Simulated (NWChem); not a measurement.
# Basis-set convergence for hydrogen peroxide (H₂O₂)

SMILES: OO
```xyz
4

O     -0.2942     0.6453    -0.0547
O      0.2942    -0.6453    -0.0547
H      0.3673     1.1503     0.4376
H     -0.3673    -1.1503     0.4376
```
Charge 0, spin multiplicity 1.

The numbers come from NWChem runs, not from measurements. The geometry was optimised at PBE0/def2-SVP, a minimum by its harmonic frequencies. It is one conformer; others weren't searched.

Quantity: dipole moment at the level PBE.

The Pople sets run with spherical d functions.

```
basis        functions  dipole moment (D)
-----------  ---------  -----------------
3-21G               22               1.95
pcseg-1             38                [?]
def2-SVP            38               1.73
6-311++G**          58                [?]
aug-cc-pVDZ         64               1.59
aug-pcseg-1         64               1.57
def2-TZVP           74               1.72
pcseg-2             88                [?]
aug-cc-pVTZ        138               1.59
cc-pVQZ            170               1.62
```

Q: Some entries are withheld; supply them.

A: 
- pcseg-1, dipole moment (D): 1.76
- 6-311++G**, dipole moment (D): 1.78
- pcseg-2, dipole moment (D): 1.68
